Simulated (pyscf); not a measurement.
Thermochemistry of product channels of HO–Ga(OH)–F (SMILES [OH][Ga]([OH])[F]) + H• (SMILES [H]) on the doublet surface, in kcal/mol, from ωB97M-D3(BJ)/def2-TZVP energies (ideal gas, 1 atm, RRHO with modes under 100 cm⁻¹ raised to 100, one conformer, R ln 2 for chiral ones without a mode under 150 cm⁻¹). PySCF, gas phase, ωB97X-D3(BJ)/def2-SVP geometries.

```csv
products,ΔE,ΔH(298 K),ΔG(900 K),ΔG(1200 K)
H₂O (SMILES O) + [HO–Ga–F]• (SMILES [OH][Ga][F]),(withheld),-15.2,-23.4,-25.0
H₂O (SMILES O) + F–Ga (SMILES [F][Ga]) [singlet] + OH• (SMILES [OH]),+27.8,+30.1,-2.9,-12.5
O (SMILES [O]) [triplet] + [HO–Ga–F]• (SMILES [OH][Ga][F]) + H₂ (SMILES [H][H]),+100.4,+98.6,+68.6,+59.0
[HO–Ga–OH]• (SMILES [OH][Ga][OH]) + HF (SMILES F),(withheld),-6.9,-14.1,-15.8
•O–Ga(OH)–F (SMILES [O][Ga]([OH])[F]) + H₂ (SMILES [H][H]),+15.9,+15.2,+11.8,+11.0
```

**Question.** What belongs in the gaps?

**Answer.** 
- H₂O (SMILES O) + [HO–Ga–F]• (SMILES [OH][Ga][F]), ΔE: -19.4
- [HO–Ga–OH]• (SMILES [OH][Ga][OH]) + HF (SMILES F), ΔE: -10.6

The channel to H₂O + F–Ga [singlet] + OH• turns favourable between 298 and 1200 K (ΔG from +18.5 kcal/mol to -12.5 kcal/mol).

These are energies of the channels, which say nothing of barriers. Left out: orbital degeneracy and the spin-orbit lowering of OH, O. Elements up to Kr have no core potential and no relativistic terms here.
